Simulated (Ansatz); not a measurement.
Compare A (`CCCC=O`) with its isomer B (`OCC1CC1`).

Computed with Ansatz on PBE0-D4/def2-TZVP structures; ΔE is electronic, products minus reactants. CBS: MP2 limit from def2 TZ/QZ plus the TZ coupled-cluster correction, frozen cores. DFT in def2-TZVPP. B3LYP here is the variant with VWN-RPA as its local correlation; programs differ in this. Each species was taken in one conformer, which may not be the lowest.

Q: Which is lower in electronic energy at CCSD(T)/CBS, and by how much? (An estimate is asked.)

A: Computed: A, by 75.0 kJ/mol.

Q: Give E(B) − E(A) in kJ/mol with PBE0-D4, ωB97M-V, r2SCAN-D4, B3LYP, B3LYP-D4, PBE-D4, HF/def2-TZVPP. (Best estimate.)

A: Ansatz gave: PBE0-D4 65.8, ωB97M-V 73.5, r2SCAN-D4 74.9, B3LYP 86.1, B3LYP-D4 86.8, PBE-D4 74.1, HF/def2-TZVPP 93.0. None reverses the order clearly.

Largest T1 diagnostic: 0.012.

In def2-TZVPP, CCSD(T) changes the Hartree–Fock value by −15.1 kJ/mol (the triples alone add +1.0 kJ/mol) and MP2 by −23.9 kJ/mol. From PBE to PBE0 (25 % exact exchange), in def2-TZVPP and without D4, E(B) − E(A) moves by −8.2 kJ/mol.
